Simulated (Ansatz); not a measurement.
**Which isomer of CH4BF gives these data?**

These gas-phase data were calculated for one isomer of CH4BF at PBE0-D4/def2-TZVP (harmonic, unscaled wavenumbers; equilibrium rotational constants with average atomic masses):

```
rotational constants            : 42.73, 9.508, 8.164 GHz
all wavenumbers above 1500 cm⁻¹ : 3025, 2995, 2689, 2597
dipole moment                   : 1.70 D (PBE0/def2-TZVPD)
```

Candidates:

(1) `BCF`, a singlet
(2) `CBF`, a singlet

Task: Which candidate do the data belong to?

Result: Candidate (1). 2 modes lie between 2350 and 2900 cm⁻¹, one for each B–H bond, while (2) has 1.

The same quantities for all candidates:

```
     rotational constants (GHz)  wavenumbers above 1500 cm⁻¹  dipole (D)  E above the lowest, PBE0-D4/def2-TZVP (kcal/mol)
(1)         42.73, 9.508, 8.164       3025, 2995, 2689, 2597        1.70                                              59.8
(2)         49.59, 8.729, 7.771       3144, 3096, 3038, 2595        1.34                                               0.0
```

Each candidate is one conformer. Programs: Ansatz 0.2.0.
